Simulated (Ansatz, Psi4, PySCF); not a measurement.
Molecule: CH$_{2}$F, charge 0, multiplicity 2. SMILES: F[CH2]
Structure (B3LYP-D3(BJ)/def2-TZVP (Ansatz, an electronic-structure program) minimum search):
```xyz
4

C     -0.0106     0.4978     0.4277
F      0.0121    -0.4855    -0.4825
H     -0.9803     0.6938     0.8618
H      0.9347     0.6892     0.9145
```
Charge 0, spin multiplicity 2.

Property: size of the dipole moment, in D. Conventions: six Cartesian d functions in 6-31G* and its kin unless marked 5d; 6-311+G** with 5d; open shells spin-unrestricted; non-relativistic; LANL2DZ all-electron up to Ne; no dispersion term unless named; spin-orbit terms left out. Ab initio and DFT rows: single points at B3LYP-D3(BJ) geometries (Ansatz).

```csv
level,program,size of the dipole moment (D)
PBE/6-31G*,Ansatz,1.08
B3LYP/LANL2DZ,Ansatz,1.73
B3LYP/6-31G*,Ansatz,1.23
M06-2X/6-31G* (5d),PySCF,1.37
wB97X-D/6-311+G**,Psi4,1.51
B3PW91/6-31G* (5d),PySCF,1.27
```

No value to compare with is used here. The 6 habitual levels span 1.08 (PBE/6-31G*) to 1.73 D (B3LYP/LANL2DZ).

The levels are drawn from those run, B3LYP/6-31G* more often than the rest, none by its result; runs whose electronic state is in doubt are left out.
